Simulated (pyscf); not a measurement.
This saddle point was located with ωB97X-D3(BJ)/def2-SVP in PySCF.

```
Ge
H 1 1.5529
H 1 1.8554 2 138.84
Cl 3 1.5417 1 147.42 2 90.61
H 4 1.7042 3 73.22 1 -4.71
Cl 5 1.4452 4 158.14 3 -1.78
Cl 1 2.1653 2 102.00 6 102.17
```
Charge 0, spin multiplicity 1.

Surface: singlet, charge 0. Lowest wavenumbers (cm⁻¹): 1178i, 48, 112, 224, 248.

Task: Which two sides does it connect, and which bonds change?

Result: `[Cl][GeH2][Cl]` + `[ClH]` ⇌ `[Cl][GeH]` [singlet] + `[ClH]` + `[ClH]`, a multi-bond step read from left to right: Cl–Ge, Ge–H, Cl–H broken and Cl–H, Cl–H formed. At ωB97M-D3(BJ)/def2-TZVP it lies +40.8 kcal/mol from the left side and -1.1 kcal/mol from the right (each side as separated species at their lowest minima found). On the product side the descent ends in a bound adduct, 13.2 kcal/mol under the separated species and 6.5 kcal/mol under the saddle at ωB97X-D3(BJ)/def2-TZVP. At ωB97M-D3(BJ) the saddle lies under the separated products, which points to a path from their complex (located at ωB97X-D3(BJ) alone), and parting the products costs more than the saddle. This is the saddle that the search found; another between the same sides may lie lower. Elements up to Kr have no core potential and no relativistic terms here.
